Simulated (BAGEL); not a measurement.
# HCl (hydrogen chloride), step by step

We compute the energy (HF/def2-TZVP), then the energy (NEVPT2(2,2)/def2-TZVP), then the energy (CASPT2(2,2)/def2-TZVP) of HCl (hydrogen chloride). 

Program for the calculation: BAGEL 1.2.2.

**1. Starting point**

The species is HCl (2 atoms), meant as a singlet with charge 0. As SMILES, `Cl`. The Cl1–H2 distance was set to 2.046 Å, away from the relaxed value.

**2. A single-point energy at HF/def2-TZVP (density fitting with svp-jkfit) (run 1)**

The input, input.json:

```json
{ "bagel": [

{
  "title": "molecule",
  "basis": "def2-tzvp.json",
  "df_basis": "svp-jkfit",
  "angstrom": true,
  "geometry": [
    { "atom": "Cl", "xyz": [       1.201229,      -0.392709,       0.617775 ] },
    { "atom": "H", "xyz": [      -0.546000,       0.178500,      -0.280800 ] }
  ]
},

{
  "title": "hf"
},

{
  "title": "print",
  "file": "orbitals.molden",
  "orbitals": true
}

]}
```

The basis set def2-TZVP is read from a file made from the Basis Set Exchange's data (not shown).

Started as:

```sh
BAGEL_NUM_THREADS=1 BAGEL input.json > input.out
```

The program printed:

```text
* using 1 threads per process

  ===============================================================
  ===============================================================

  *** Geometry ***

  { "atom" : "Cl", "xyz" : [      2.269994,     -0.742112,      1.167426 ] },
  { "atom" : "H", "xyz" : [     -1.031790,      0.337316,     -0.530635 ] },

  Number of auxiliary basis functions:      146

  Since a DF basis is specified, we compute 2- and 3-index integrals:
    o Being stored without compression. Storage requirement is 0.002 GB

  Number of basis functions:       43
  Number of electrons      :       18

    * METHOD: MOLECULE                             0.02

  *** RHF ***

  === Nuclear Repulsion ===
     4.3966628254

      * DIIS with orbital gradients will be used.

  === RHF iteration (def2-tzvp.json) ===
      0       -459.89051441          0.02076178           0.00
      1       -459.94685329          0.01174392           0.00
      2       -459.96697760          0.00191820           0.00
      3       -459.96799050          0.00041479           0.00
      4       -459.96803117          0.00007443           0.00
      5       -459.96803256          0.00002562           0.00
      6       -459.96803266          0.00000440           0.00
      7       -459.96803266          0.00000067           0.00
      8       -459.96803266          0.00000007           0.00
      9       -459.96803266          0.00000002           0.00
     10       -459.96803266          0.00000001           0.00
    * SCF iteration converged.

    * Permanent dipole moment:
           (    0.735976,    -0.240607,     0.378502) a.u.

    * METHOD: HF                                   0.05

    * METHOD: PRINT                                0.00

  ===============================================================
```

It took 0.18 s on 1 thread of Arm Neoverse V2, shared host.

**3. A single-point energy at NEVPT2(2,2)/def2-TZVP (density fitting with svp-jkfit) (run 2)**

The input, input.json:

```json
{ "bagel" : [

{
  "title" : "molecule",
  "basis" : "def2-tzvp.json",
  "df_basis" : "svp-jkfit",
  "angstrom" : "true",
  "geometry" : [
    { "atom" : "Cl", "xyz" : [    1.201229,   -0.392709,    0.617775 ] },
    { "atom" : "H", "xyz" : [   -0.546000,    0.178500,   -0.280800 ] }
  ]
},
{ "title" : "hf" },
{ "title" : "nevpt2", "nstate" : 1, "nact" : 2, "nclosed" : 8, "active" : [7, 10], "maxiter" : 200, "natocc" : "true", "ncore" : 5 },
{ "title" : "print", "file" : "orbitals.molden", "orbitals" : "true" }

]}
```

The basis set def2-TZVP is read from a file made from the Basis Set Exchange's data (not shown).

Started as:

```sh
BAGEL_NUM_THREADS=1 BAGEL input.json > input.out
```

The program printed:

```text
* using 1 threads per process

  ===============================================================
  ===============================================================

  *** Geometry ***

  { "atom" : "Cl", "xyz" : [      2.269994,     -0.742112,      1.167426 ] },
  { "atom" : "H", "xyz" : [     -1.031790,      0.337316,     -0.530635 ] },

  Number of auxiliary basis functions:      146

  Since a DF basis is specified, we compute 2- and 3-index integrals:
    o Being stored without compression. Storage requirement is 0.002 GB

  Number of basis functions:       43
  Number of electrons      :       18

    * METHOD: MOLECULE                             0.02

  *** RHF ***

  === Nuclear Repulsion ===
     4.3966628254

      * DIIS with orbital gradients will be used.

  === RHF iteration (def2-tzvp.json) ===
      0       -459.89051441          0.02076178           0.00
      1       -459.94685329          0.01174392           0.00
      2       -459.96697760          0.00191820           0.00
      3       -459.96799050          0.00041479           0.00
      4       -459.96803117          0.00007443           0.00
      5       -459.96803256          0.00002562           0.00
      6       -459.96803266          0.00000440           0.00
      7       -459.96803266          0.00000067           0.00
      8       -459.96803266          0.00000007           0.00
      9       -459.96803266          0.00000002           0.00
     10       -459.96803266          0.00000001           0.00
    * SCF iteration converged.

    * Permanent dipole moment:
           (    0.735976,    -0.240607,     0.378502) a.u.

    * METHOD: HF                                   0.05

    * freezing 5 orbitals
  ---------------------------
      CASSCF calculation
  ---------------------------

    ==== Active orbitals : =====
         Orbital 7
         Orbital 10
    ============================

    * nstate   :      1
    * nclosed  :      8
    * nact     :      2
    * nvirt    :     33
  === CASSCF iteration (def2-tzvp.json) ===

    * Using the second-order algorithm

      0  0      -460.00352237     7.86e-03      0.00

      1  0      -460.02060783     1.23e-03      0.01

      2  0      -460.02076409     1.68e-04      0.01

      3  0      -460.02076611     2.39e-05      0.01

      4  0      -460.02076614     4.03e-06      0.01

      5  0      -460.02076614     7.51e-07      0.01

      6  0      -460.02076614     1.46e-07      0.01

      7  0      -460.02076614     2.89e-08      0.01

      8  0      -460.02076614     5.73e-09      0.01

    * Second-order optimization converged. *

     guess   0:   closed 1.                   open ..

  === FCI iteration ===

      0  0      -459.96322950     8.50e-02      0.00
      1  0      -460.01620525     2.09e-02      0.00
      2  0 *    -460.02076614     2.98e-16      0.00

     * ci vector, state   0, <S^2> = 0.0000
       2.     0.9459058959
       .2    -0.3244411134

  === DF-NEVPT2 calculation ===

    * 3-index integral transformation done
    * assembly done

      NEVPT2 correlation energy:   -0.1718958522      0.01

          (+0)     -0.1017600962
          (+0)'    -0.0159697363
          (+1)     -0.0115533038
          (+1)'    -0.0000000000
          (+2)     -0.0004465701
          (-1)     -0.0387605532
          (-1)'     0.0000000000
          (-2)     -0.0034055926

      NEVPT2 total energy:       -460.1926619964

    * METHOD: NEVPT2                               0.13

    * METHOD: PRINT                                0.00

  ===============================================================
```

Wall time 0.32 s (1 thread of Arm Neoverse V2, shared host).

**4. The energy at CASPT2(2,2)/def2-TZVP (density fitting with svp-jkfit) (run 3)**

The input, input.json:

```json
{ "bagel" : [

{
  "title" : "molecule",
  "basis" : "def2-tzvp.json",
  "df_basis" : "svp-jkfit",
  "angstrom" : true,
  "geometry" : [
    { "atom" : "Cl", "xyz" : [    1.201229,   -0.392709,    0.617775 ] },
    { "atom" : "H", "xyz" : [   -0.546000,    0.178500,   -0.280800 ] }
  ]
},
{
  "title" : "hf",
  "charge" : 0
},
{
  "title" : "casscf",
  "nstate" : 1,
  "nact" : 2,
  "nclosed" : 8,
  "charge" : 0,
  "active" : [7, 10],
  "maxiter" : 200,
  "natocc" : true
},
{
  "title" : "print",
  "file" : "orbitals.molden",
  "orbitals" : true
},
{
  "title" : "smith",
  "method" : "caspt2",
  "ms" : true,
  "xms" : true,
  "sssr" : true,
  "shift" : 0.2,
  "shift_imag" : true,
  "ncore" : 5
}

]}
```

The basis set def2-TZVP is read from a file made from the Basis Set Exchange's data (not shown).

Started as:

```sh
BAGEL_NUM_THREADS=1 BAGEL input.json > input.out
```

The program printed:

```text
* using 1 threads per process

  ===============================================================
  ===============================================================

  *** Geometry ***

  { "atom" : "Cl", "xyz" : [      2.269994,     -0.742112,      1.167426 ] },
  { "atom" : "H", "xyz" : [     -1.031790,      0.337316,     -0.530635 ] },

  Number of auxiliary basis functions:      146

  Since a DF basis is specified, we compute 2- and 3-index integrals:
    o Being stored without compression. Storage requirement is 0.002 GB

  Number of basis functions:       43
  Number of electrons      :       18

    * METHOD: MOLECULE                             0.02

  *** RHF ***

  === Nuclear Repulsion ===
     4.3966628254

      * DIIS with orbital gradients will be used.

  === RHF iteration (def2-tzvp.json) ===
      0       -459.89051441          0.02076178           0.00
      1       -459.94685329          0.01174392           0.00
      2       -459.96697760          0.00191820           0.00
      3       -459.96799050          0.00041479           0.00
      4       -459.96803117          0.00007443           0.00
      5       -459.96803256          0.00002562           0.00
      6       -459.96803266          0.00000440           0.00
      7       -459.96803266          0.00000067           0.00
      8       -459.96803266          0.00000007           0.00
      9       -459.96803266          0.00000002           0.00
     10       -459.96803266          0.00000001           0.00
    * SCF iteration converged.

    * Permanent dipole moment:
           (    0.735976,    -0.240607,     0.378502) a.u.

    * METHOD: HF                                   0.05

  ---------------------------
      CASSCF calculation
  ---------------------------

    ==== Active orbitals : =====
         Orbital 7
         Orbital 10
    ============================

    * nstate   :      1
    * nclosed  :      8
    * nact     :      2
    * nvirt    :     33
  === CASSCF iteration (def2-tzvp.json) ===

    * Using the second-order algorithm

      0  0      -460.00352237     7.86e-03      0.00

      1  0      -460.02060783     1.23e-03      0.01

      2  0      -460.02076409     1.68e-04      0.01

      3  0      -460.02076611     2.39e-05      0.01

      4  0      -460.02076614     4.03e-06      0.01

      5  0      -460.02076614     7.51e-07      0.01

      6  0      -460.02076614     1.46e-07      0.01

      7  0      -460.02076614     2.89e-08      0.01

      8  0      -460.02076614     5.73e-09      0.01

    * Second-order optimization converged. *

     guess   0:   closed 1.                   open ..

  === FCI iteration ===

      0  0      -459.96322950     8.50e-02      0.00
      1  0      -460.01620525     2.09e-02      0.00
      2  0 *    -460.02076614     2.98e-16      0.00

     * ci vector, state   0, <S^2> = 0.0000
       2.     0.9459058959
       .2    -0.3244411134

    * METHOD: CASSCF                               0.11

    * METHOD: PRINT                                0.00

  === SMITH program ===

    * freezing 5 orbitals

    * Approximate memory requirement for SMITH calulation per MPI process:
      o Storage requirement for T-amplitude, lambda, and residual is 0.00 GB
      o Storage requirement for MO integrals is 0.00 GB
    * Calculating and saving rdm4f

    * Zeroth order energy : state  0       -0.8018293561

    * CASPT2 iteration is performed using orthogonal basis

      -------------------------------------------  CASPT2 iteration  ---------------------------------------------------
       #      aibj      arbs      arbi      airj      risj      airs      arst      rist         Etot      error   time
      ------------------------------------------------------------------------------------------------------------------

       0  -0.10123  -0.00426  -0.04060  -0.01211  -0.00062  -0.01508   0.00000  -0.00000   -0.1738928  0.0013264   0.01
       1  -0.10123  -0.00427  -0.04062  -0.01214  -0.00063  -0.01517  -0.00000  -0.00000   -0.1740579  0.0001172   0.01
       2  -0.10123  -0.00427  -0.04061  -0.01214  -0.00063  -0.01517  -0.00000  -0.00000   -0.1740595  0.0000148   0.01
       3  -0.10123  -0.00427  -0.04061  -0.01214  -0.00063  -0.01517  -0.00000  -0.00000   -0.1740595  0.0000018   0.01
       4  -0.10123  -0.00427  -0.04061  -0.01214  -0.00063  -0.01517   0.00000   0.00000   -0.1740595  0.0000002   0.01

      ------------------------------------------------------------------------------------------------------------------

    * CASPT2 energy : state  0     -460.1959610266
        w/o shift correction       -460.1948256239
        reference weight              0.9386788975

    * METHOD: SMITH                                0.05

  ===============================================================
```

Wall time 0.34 s (1 thread of Arm Neoverse V2, shared host).

**5. What came out**

| quantity | value |
| --- | --- |
| run 1, HF/def2-TZVP: total energy | -459.96803 Eh |
| run 1, HF/def2-TZVP: dipole moment | 2.19 D |
| run 1, HF/def2-TZVP: HOMO energy | -12.58 eV |
| run 1, HF/def2-TZVP: LUMO energy | -1.23 eV |
| run 1, HF/def2-TZVP: HOMO–LUMO gap | 11.35 eV |
| run 2, NEVPT2(2,2)/def2-TZVP: total energy | -460.19266 Eh |
| run 3, CASPT2(2,2)/def2-TZVP: total energy | -460.19596 Eh |
